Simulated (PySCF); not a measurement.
ethanethiol (C2H6S), SMILES SCC. The structure is a stationary point at ωB97X-D3(BJ)/def2-TZVP. The values are those of a single conformer.

### Question
Give the equilibrium geometry at ωB97X-D3(BJ)/def2-TZVP (PySCF confirms it by a frequency run) as a Z-matrix. (An estimate is asked for; the answer gives what the named calculation found.)

### Answer
One answer among several that fit: 
```
C
H 1 1.0913
H 1 1.0925 2 107.10
C 1 1.5217 2 111.36 3 -121.17
H 4 1.0917 1 110.73 2 179.08
H 4 1.0930 5 107.94 1 -121.46
H 4 1.0941 5 108.68 6 -116.90
S 1 1.8129 2 109.19 3 112.55
H 8 1.3393 1 96.84 2 63.25
```
Charge 0, spin multiplicity 1.
